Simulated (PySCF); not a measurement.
## How methods differ on the ionisation energy of P

P [Ne] 3s2 3p3 (4S) → P+ [Ne] 3s2 3p2 (3P), as a difference of total energies. Calculation: PySCF 2.14, in dyall-av3z; the non-relativistic Hamiltonian (point nucleus). Correlated levels: valence: [Ne] frozen; virtual orbitals above 40 to 60 times the deepest correlated orbital energy dropped. The calculations carry no spin-orbit coupling.

| method | ionisation energy (eV) |
| --- | --- |
| UHF | 9.910 |
| MP2 (valence) | 10.493 |
| SCS-MP2 (valence) | 10.315 |
| CCSD (valence) | 10.426 |
| CCSD(T) (valence) | 10.472 |

Question: How much does correlation contribute at CCSD(T) (valence)?

Answer: 10.472 − (9.910) = 0.562 eV, measured against UHF.

Errors of the correlated levels include the incompleteness of this basis and the frozen core.

For comparison: 10.526 eV (measured; NIST levels, between the centres of gravity of the two terms).
